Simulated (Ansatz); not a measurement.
System: O2, net charge 0, triplet state. 
Geometry from a B3LYP-D3(BJ)/def2-TZVP (Ansatz, a first-principles code) optimisation:
```xyz
2

O      0.0000     0.0000    -0.6021
O      0.0000     0.0000     0.6021
```
Charge 0, spin multiplicity 3.

Atomisation energy built up term by term with Ansatz (kcal/mol; UHF references for open shells; valence terms freeze the core; atomic spin-orbit terms are left out). CBS(X,Y): correlation extrapolated as X^-3; Hartree-Fock from the larger set (for Q and 5 zeta extrapolated as (X+1)exp(-9√X)).

| term | basis | kcal/mol |
|---|---|---|
| Hartree-Fock | CBS(cc-pVQZ,cc-pV5Z) | 33.64 |
| CCSD correlation | CBS(cc-pVQZ,cc-pV5Z) | 77.73 |
| (T) | CBS(cc-pVQZ,cc-pV5Z) | 8.33 |
| CCSDT - CCSD(T) | cc-pVDZ | -0.02 |
| (Q) | cc-pVDZ | 1.10 |
| core correlation | cc-pwCVTZ | 0.36 |
| scalar relativity (X2C) | cc-pVTZ-DK against cc-pVTZ | -0.18 |
| sum: De |  | 121.0 |

(T) makes 7.0 % of the CCSD(T) atomisation energy.
